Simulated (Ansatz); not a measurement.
# AlHS (triplet): the correlation ladder, cc-pVTZ

Aim: climb from Hartree-Fock through coupled cluster for AlHS (triplet) at one geometry and basis, and see what each rung misses.

Computed with Ansatz 0.2.0, Gaussian basis. Level: cc-pVTZ, correlated electrons: outside noble gas.

Plan: UHF; CCSD(T) on ROHF; CCSD(T) on UHF; BCCD(T) on ROHF; CCSDT(Q) on ROHF; CCSDT(Q) on UHF.

## (1) What is computed

The geometry is a PBE0/def2-TZVP stationary point (not a proven minimum).

3 atoms, charge 0, spin multiplicity 3.

Atoms are counted from 1 here; the program's logs count them from 0.

Bond lengths: Al1–S2 2.185 Å, S2–H3 1.348 Å. Angles: Al1–S2–H3 99.2°.

Geometry (Å):

```
Al    0.0000    0.0322    1.2065
S     0.0000   -0.0665   -0.9759
H     0.0000    1.2530   -1.2512
```

In the tables R marks a restricted open-shell determinant and U an unrestricted one; correlation energies count from the lowest restricted Hartree-Fock solution.

## (2) UHF

File in.yaml:

```yaml
crystal:
  periodic: [false, false, false]
  atoms:
    - {symbol: Al, position_ang: [0.000000, 0.032224, 1.206475]}
    - {symbol: S, position_ang: [0.000000, -0.066502, -0.975876]}
    - {symbol: H, position_ang: [0.000000, 1.252993, -1.251158]}
basis:
  gaussian: {orbitals: cc-pVTZ}
magnetization: {spin_polarized: true, initial_magnetization: 2}
hamiltonian: {xc: hf}
output: {orbitals: {seedname: orbitals}}
```

Started as:

```bash
ansatz run in.yaml --threads 1 --pin off --events-out ev --progress --plain --max-ram 4096MiB --backend cpu
```

The runs that follow: CCSD(T) on ROHF; CCSD(T) on UHF; BCCD(T) on ROHF; CCSDT(Q) on ROHF; CCSDT(Q) on UHF.

**Question.** What will the summary of the whole plan be? Wanted: correlation energy, UCCSDT(Q); RMP2 from UCCSDT(Q); UMP2 from UCCSDT(Q); RCCSD from UCCSDT(Q); RCCSD(T) from UCCSDT(Q); UCCSD(T) from UCCSDT(Q); RCCSDT(Q) from UCCSDT(Q); T1 diagnostic.

**Answer**, as computed:

```
                                      quantity                      value
                 correlation energy, UCCSDT(Q)                 -6.7856 eV
                           RMP2 from UCCSDT(Q)                +1043.3 meV
                           UMP2 from UCCSDT(Q)                +1031.5 meV
                          RCCSD from UCCSDT(Q)                 +360.6 meV
                       RCCSD(T) from UCCSDT(Q)                  +50.6 meV
                       UCCSD(T) from UCCSDT(Q)                  +49.0 meV
                      RCCSDT(Q) from UCCSDT(Q)                   +2.7 meV
levels of the table within 1 kcal/mol (43 meV)  RCCSDT, UCCSDT, RCCSDT(Q)
                                 T1 diagnostic                      0.027
```

RCCSD(T) lands +50.6 meV from the yardstick (0.7 % of the correlation energy). These misses are within one basis, not against nature; the frozen cores of restricted and unrestricted runs differ, which can shift their rows.
